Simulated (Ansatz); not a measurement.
**C₂H₆Al radical: basis-set convergence**

An exercise on one series of results from a longer session: the logs are not shown, and one member is left open.

Program: Ansatz 0.2.0, Gaussian basis. Level of theory: one geometry, several basis sets. These are calculated values, not measurements.

The runs, in order: PBE0-D4/def2-SVP; ωB97M-V/def2-SVP; PBE0-D4/def2-QZVPP; ωB97M-V/def2-QZVPP; the functionals' def2-TZVPP values are taken from earlier runs.

**Structure used throughout**

An earlier PBE0-D4 in a triple-zeta def2 set relaxation fixed the geometry.

SMILES `[CH2][AlH][CH3]`, 9 atoms, charge 0, spin multiplicity 2.

Atoms are counted from 1 here; the program's logs count them from 0.

Bond lengths: C1–Al2 1.929 Å, C1–H4 1.090 Å, C1–H5 1.089 Å, Al2–C3 1.952 Å, Al2–H6 1.591 Å, C3–H7 1.093 Å, C3–H8 1.095 Å, C3–H9 1.096 Å. Angles: Al2–C1–H4 124.3°, Al2–C1–H5 124.1°, H4–C1–H5 111.6°, C1–Al2–C3 121.1°, C1–Al2–H6 118.2°, C3–Al2–H6 120.7°, Al2–C3–H7 113.1°, Al2–C3–H8 111.1°, Al2–C3–H9 110.6°, H7–C3–H8 107.9°, H7–C3–H9 107.6°, H8–C3–H9 106.1°.

The first run:

File in.yaml:

```yaml
crystal:
  periodic: [false, false, false]
  atoms:
    - {symbol: C, position_ang: [-1.001679, 0.881789, -1.329499]}
    - {symbol: Al, position_ang: [0.228879, 0.664977, 0.139626]}
    - {symbol: C, position_ang: [0.616175, -1.098766, 0.880148]}
    - {symbol: H, position_ang: [-1.528114, 0.061229, -1.816417]}
    - {symbol: H, position_ang: [-1.257331, 1.842287, -1.775490]}
    - {symbol: H, position_ang: [0.918871, 1.966747, 0.740132]}
    - {symbol: H, position_ang: [0.137449, -1.910431, 0.327013]}
    - {symbol: H, position_ang: [1.694047, -1.291289, 0.896196]}
    - {symbol: H, position_ang: [0.280103, -1.162741, 1.921092]}
basis:
  gaussian: {orbitals: def2-SVP}
magnetization: {spin_polarized: true, initial_magnetization: 1}
hamiltonian: {xc: pbe0, dispersion: d4}
output: {orbitals: {seedname: orbitals}}
```

Among the steps run: PBE0-D4 in def2-SVP; ωB97M-V in def2-SVP; PBE0-D4 in def2-QZVPP; ωB97M-V in def2-QZVPP.

One table of the session follows, with a row left open; its other results are not shown here.

It belongs to the step «Functionals by basis». 

| functional | basis | HOMO (eV) | LUMO (eV) |
| --- | --- | --- | --- |
| PBE0-D4 | def2-SVP | ? | ? |
| PBE0-D4 | def2-TZVPP | -7.11 | -2.70 |
| PBE0-D4 | def2-QZVPP | -7.12 | -2.73 |
| ωB97M-V | def2-SVP | -9.07 | -0.80 |
| ωB97M-V | def2-TZVPP | -9.12 | -0.99 |
| ωB97M-V | def2-QZVPP | -9.13 | -1.07 |

Q: Estimate the row for PBE0-D4, def2-SVP from the others.

**Answer.** HOMO (eV): -7.07; LUMO (eV): -2.62. In the column «HOMO (eV)» it is the highest.
